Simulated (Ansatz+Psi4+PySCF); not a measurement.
A calculation with Psi4 1.11.

```
molecule {
0 3
C 1.490700 1.304700 -0.881100
C 0.692800 0.631500 -0.089700
C -0.092800 -0.031500 0.689700
C -0.890700 -0.704700 1.481100
}

set basis cc-pVTZ
set reference uhf
set scf_type pk
set mp2_type conv
set cc_type conv
set num_frozen_docc 4
energy('mp2')
```

The input is written out from the run's settings.

Results

```
Converged                                                          : yes
Reference energy                                                   : -151.10967 hartree
Correlation energy                                                 : -0.58669 hartree
Total energy                                                       : -151.69636 hartree
Spin squared of the determinant                                    : 2.334
Occupied orbitals by symmetry in an Abelian subgroup (alpha; beta) : 7 Ag 6 Au; 5 Ag 6 Au
```

This is not the lowest solution: another run reaches a determinant 3.33 eV lower. Caution: the unrestricted determinant is spin contaminated.
